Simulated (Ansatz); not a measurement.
# C4H5NS (2-methylthiazole) at 6 levels

Wanted: a comparison of 6 runs (HF/3-21G, HF/def2-SVP, B2PLYP/def2-SVP, BLYP/def2-SVP, r2SCAN/def2-SVP, revPBE/def2-SVP) of C4H5NS (2-methylthiazole). 

The calculation is run with Ansatz 0.2.0.

65 further runs of the same task are left out: 65 set aside as unsound or not needed. Runs told in other sessions of the task aren't counted.

**1. The system as given**

C4H5NS: 11 atoms, total charge 0, spin state singlet. SMILES: `Cc1nccs1`. The C1–C2 distance was set to 3.271 Å, away from the relaxed value. At this shape a bond of the SMILES string is far longer than usual.

Bond lengths: C2–N3 1.298 Å, N3–C4 1.364 Å, C4–C5 1.358 Å, C2–S6 1.730 Å, C5–S6 1.707 Å, C1–H7 1.089 Å, C1–H8 1.092 Å, C1–H9 1.093 Å, C4–H10 1.082 Å, C5–H11 1.079 Å. Some angles: C2–N3–C4 111.3°, N3–C2–S6 113.7°, N3–C4–C5 115.9°, C4–C5–S6 109.3°, C2–S6–C5 89.9°, N3–C4–H10 119.3°, C5–C4–H10 124.8°, C4–C5–H11 128.8°, S6–C5–H11 121.9°, H7–C1–H8 108.9°.

**2. The energy at HF/3-21G (run 1)**

File run.yaml:

```yaml
crystal:
  periodic: [false, false, false]
  atoms:
    - {symbol: C, position_ang: [-1.239708, -1.468255, 3.203205]}
    - {symbol: C, position_ang: [-0.182070, -0.172140, 0.391880]}
    - {symbol: N, position_ang: [1.032700, -0.281240, -0.051200]}
    - {symbol: C, position_ang: [1.184750, 0.360790, -1.245280]}
    - {symbol: C, position_ang: [0.075600, 0.974170, -1.733310]}
    - {symbol: S, position_ang: [-1.221940, 0.738440, -0.648830]}
    - {symbol: H, position_ang: [-0.414128, -2.006875, 3.666625]}
    - {symbol: H, position_ang: [-2.066128, -2.163285, 3.037915]}
    - {symbol: H, position_ang: [-1.587518, -0.695945, 3.893335]}
    - {symbol: H, position_ang: [2.150510, 0.351810, -1.733010]}
    - {symbol: H, position_ang: [-0.039610, 1.534670, -2.647590]}
basis:
  gaussian: {orbitals: 3-21G.json}
hamiltonian: {xc: hf}
accuracy: high
output: {orbitals: {seedname: orbitals}}
```

The basis set 3-21G is read from a file made from the Basis Set Exchange's data (not shown).

Launch:

```sh
$ ansatz run run.yaml --threads 1 --pin off --max-ram 3480MiB --events-out events.jsonl --progress --plain --runs-dir runs
```

The log of the run:

```text
Warning: RAYON_NUM_THREADS=1 ignored (pool sized by the plan → 1); use --threads N
Functional definition: HF
  name "HF"
  exchange = exact_x
  correlation = 0
1645 factors; integrals over basis functions are off by at most 9.0e-9 eV
mean field evaluation 1: about -16402.5895 eV, gradient 3.0e1 eV
mean field evaluation 2: about -16403.1133 eV, gradient 3.0e1 eV
mean field evaluation 4: about -16406.1103 eV, gradient 5.1e0 eV
mean field evaluation 8: about -16406.2472 eV, gradient 6.6e-1 eV
mean field evaluation 16: about -16406.2504 eV, gradient 1.8e-6 eV
mean field -16406.25042311 eV, -602.9185824933 hartree, gradient 3.7e-8 eV, S^2 0.000000; 0 other end points of the search recorded, 0 dependent functions left out
reference -16406.25042311 eV, -602.9185824933 hartree; 26, 26 occupied and 42, 42 virtual orbitals, 1645 factors
Total energy: -16406.25042311 eV, -602.9185824933 hartree
```

It took 1.8 s on 1 thread of Arm Neoverse V1, shared host; peak memory 0.17 GiB.

**3. The energy at HF/def2-SVP (run 2)**

File input.yaml:

```yaml
crystal:
  periodic: [false, false, false]
  atoms:
    - {symbol: C, position_ang: [-1.239708, -1.468255, 3.203205]}
    - {symbol: C, position_ang: [-0.182070, -0.172140, 0.391880]}
    - {symbol: N, position_ang: [1.032700, -0.281240, -0.051200]}
    - {symbol: C, position_ang: [1.184750, 0.360790, -1.245280]}
    - {symbol: C, position_ang: [0.075600, 0.974170, -1.733310]}
    - {symbol: S, position_ang: [-1.221940, 0.738440, -0.648830]}
    - {symbol: H, position_ang: [-0.414128, -2.006875, 3.666625]}
    - {symbol: H, position_ang: [-2.066128, -2.163285, 3.037915]}
    - {symbol: H, position_ang: [-1.587518, -0.695945, 3.893335]}
    - {symbol: H, position_ang: [2.150510, 0.351810, -1.733010]}
    - {symbol: H, position_ang: [-0.039610, 1.534670, -2.647590]}
basis:
  gaussian:
    orbitals: def2-SVP
hamiltonian:
  xc: hf
accuracy: high
output:
  orbitals: {seedname: orbitals}
```

Launch:

```sh
$ ansatz run input.yaml --threads 1 --pin off --max-ram 3480MiB --events-out events.jsonl --progress --plain --runs-dir runs
```

The log of the run:

```text
Warning: RAYON_NUM_THREADS=1 ignored (pool sized by the plan → 1); use --threads N
[... 4 set-up lines as earlier in the session ...]
2660 factors; integrals over basis functions are off by at most 9.2e-9 eV
mean field evaluation 1: about -16479.4740 eV, gradient 3.8e1 eV
mean field evaluation 2: about -16479.4864 eV, gradient 3.8e1 eV
mean field evaluation 4: about -16484.5465 eV, gradient 6.2e0 eV
mean field evaluation 8: about -16484.7867 eV, gradient 2.0e-1 eV
mean field evaluation 16: about -16479.0047 eV, gradient 3.0e1 eV
mean field -16484.78648276 eV, -605.8047294517 hartree, gradient 1.2e-8 eV, S^2 0.000000; 0 other end points of the search recorded, 0 dependent functions left out
reference -16484.78648276 eV, -605.8047294517 hartree; 26, 26 occupied and 87, 87 virtual orbitals, 2660 factors
Total energy: -16484.78648276 eV, -605.8047294517 hartree
```

It took 7.2 s on 1 thread of Arm Neoverse V1, shared host; peak memory 0.38 GiB.

Run 3 isn't shown in full; the table further down has it.

**4. A single-point energy at BLYP/def2-SVP (run 4)**

Edit run.yaml of step 2 so:

```diff
@@ -1 +1,4 @@
+basis:
+  gaussian:
+    orbitals: def2-SVP
 crystal:
@@ -5,3 +8,3 @@
     - {symbol: C, position_ang: [-0.182070, -0.172140, 0.391880]}
-    - {symbol: N, position_ang: [1.032700, -0.281240, -0.051200]}
+    - {symbol: "N", position_ang: [1.032700, -0.281240, -0.051200]}
     - {symbol: C, position_ang: [1.184750, 0.360790, -1.245280]}
@@ -14,5 +17,4 @@
     - {symbol: H, position_ang: [-0.039610, 1.534670, -2.647590]}
-basis:
-  gaussian: {orbitals: 3-21G.json}
-hamiltonian: {xc: hf}
+hamiltonian:
+  xc: {name: BLYP}
 accuracy: high
```

Launch:

```sh
$ ansatz run run.yaml --threads 1 --pin off --max-ram 3480MiB --events-out events.jsonl --progress --plain --runs-dir runs
```

The log of the run:

```text
Warning: RAYON_NUM_THREADS=1 ignored (pool sized by the plan → 1); use --threads N
Functional definition: BLYP
  name "BLYP"
  parameter beta = 0.0042
  parameter a = 0.04918
  parameter b = 0.132
  parameter c = 0.2533
  parameter d = 0.349
  exchange = b88_x(beta = beta)
  correlation = lyp_c(a = a, b = b, c = c, d = d)
2660 factors; integrals over basis functions are off by at most 9.2e-9 eV
mean field evaluation 1: about -16516.2577 eV, gradient 8.9e1 eV
mean field evaluation 2: about -16360.4955 eV, gradient 2.0e2 eV
mean field evaluation 4: about -16524.9755 eV, gradient 6.0e1 eV
mean field evaluation 8: about -16538.3833 eV, gradient 1.8e1 eV
mean field evaluation 16: about -16539.5843 eV, gradient 3.8e-2 eV
mean field -16539.58429109 eV, -607.8185117647 hartree, gradient 6.7e-8 eV, S^2 0.000000; 1 other end points of the search recorded, 0 dependent functions left out
reference -16539.58435683 eV, -607.8185141806 hartree; 26, 26 occupied and 87, 87 virtual orbitals, 2660 factors
Total energy: -16539.58435683 eV, -607.8185141806 hartree
```

Run time: 22 s. Hardware: 1 thread of Arm Neoverse V1, shared host; peak memory 0.33 GiB.

Run 5 isn't shown in full; the table further down has it.

**5. The energy at revPBE/def2-SVP (run 6)**

File molecule.yaml:

```yaml
crystal:
  periodic: [false, false, false]
  atoms:
    - {symbol: C, position_ang: [-1.239708, -1.468255, 3.203205]}
    - {symbol: C, position_ang: [-0.182070, -0.172140, 0.391880]}
    - {symbol: "N", position_ang: [1.032700, -0.281240, -0.051200]}
    - {symbol: C, position_ang: [1.184750, 0.360790, -1.245280]}
    - {symbol: C, position_ang: [0.075600, 0.974170, -1.733310]}
    - {symbol: S, position_ang: [-1.221940, 0.738440, -0.648830]}
    - {symbol: H, position_ang: [-0.414128, -2.006875, 3.666625]}
    - {symbol: H, position_ang: [-2.066128, -2.163285, 3.037915]}
    - {symbol: H, position_ang: [-1.587518, -0.695945, 3.893335]}
    - {symbol: H, position_ang: [2.150510, 0.351810, -1.733010]}
    - {symbol: H, position_ang: [-0.039610, 1.534670, -2.647590]}
basis:
  gaussian:
    orbitals: def2-SVP
hamiltonian:
  xc: {name: revPBE}
accuracy: high
output: {orbitals: {seedname: orbitals}}
```

Launch:

```sh
$ ansatz run molecule.yaml --threads 1 --pin off --max-ram 3480MiB --events-out events.jsonl --progress --plain --runs-dir runs
```

The log of the run:

```text
Warning: RAYON_NUM_THREADS=1 ignored (pool sized by the plan → 1); use --threads N
Functional definition: revPBE
  name "revPBE"
  parameter kappa = 1.245
  parameter beta = 0.06672455060314922
  exchange = pbe_x(kappa = kappa, mu = beta*pi^2/3)
  correlation = pbe_c(beta = beta)
2660 factors; integrals over basis functions are off by at most 9.2e-9 eV
mean field evaluation 1: about -16517.7948 eV, gradient 8.3e1 eV
mean field evaluation 2: about -16369.4176 eV, gradient 1.9e2 eV
mean field evaluation 4: about -16524.5877 eV, gradient 5.8e1 eV
mean field evaluation 8: about -16538.2999 eV, gradient 9.2e0 eV
mean field evaluation 16: about -16538.5901 eV, gradient 2.5e-3 eV
mean field -16538.59013306 eV, -607.7819771309 hartree, gradient 2.7e-8 eV, S^2 0.000000; 1 other end points of the search recorded, 0 dependent functions left out
reference -16538.59013751 eV, -607.7819772946 hartree; 26, 26 occupied and 87, 87 virtual orbitals, 2660 factors
Total energy: -16538.59013751 eV, -607.7819772946 hartree
```

Run time: 22 s. Hardware: 1 thread of Arm Neoverse V1, shared host; peak memory 0.33 GiB.

**6. The series**

```
run            level  frozen core orbitals  energy (Eh)  HOMO energy (eV)  LUMO energy (eV)  HOMO–LUMO gap (eV)  wall time
  1         HF/3-21G                     –  -602.918582             -7.92             -1.02                6.90      1.8 s
  2      HF/def2-SVP                     –  -605.804729             -8.08             -1.07                7.01      7.2 s
  3  B2PLYP/def2-SVP                    10  -607.521300             -7.03             -2.95                4.08       36 s
  4    BLYP/def2-SVP                     –  -607.818514             -5.42             -4.36                1.07       22 s
  5  r2SCAN/def2-SVP                     –  -607.740448             -5.87             -4.66                1.21       43 s
  6  revPBE/def2-SVP                     –  -607.781977             -5.59             -4.52                1.07       22 s
```

**7. Summary of results**

| quantity | value |
| --- | --- |
| run 6: total energy | -607.78198 Eh |
| run 6: HOMO energy | -5.59 eV |
| run 6: LUMO energy | -4.52 eV |
| run 6: HOMO–LUMO gap | 1.07 eV |

The HOMO–LUMO gap runs from 1.07 eV (BLYP/def2-SVP) to 7.01 eV (HF/def2-SVP). Exact exchange widens orbital gaps. Totals of different functionals can't be ranked against each other. In run 3 the log says that unrestricted orbitals would lower the reference, so the values rest on an unstable closed-shell determinant (other closed-shell runs at this shape may share the fault). In all runs a closed-shell determinant meets a far-stretched bond; if it breaks into open shells, such a determinant describes it badly, and no broken-symmetry solution was shown. All runs together took 2.2 min, the longest 43 s.
